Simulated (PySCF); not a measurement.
**Ionisation energy of P by level of theory**

P [Ne] 3s2 3p3 (4S) → P⁺ [Ne] 3s2 3p2 (3P), as a difference of total energies. All numbers are calculated (PySCF 2.14, the non-relativistic Hamiltonian (point nucleus), in def2-TZVP (5s5p2d1f, 37 functions)). Correlated levels: valence: [Ne] frozen. The calculations carry no spin-orbit coupling.

Order these methods by the ionisation energy they give, lowest first.
A. CCSD (valence)
B. CCSD(T) (valence)
C. SCS-MP2 (valence)
D. UHF

D (9.910 eV), C (10.304 eV), A (10.412 eV), B (10.453 eV).

Errors of the correlated levels include the incompleteness of this basis and the frozen core.

For comparison: 10.526 eV (measured; NIST levels, between the centres of gravity of the two terms).
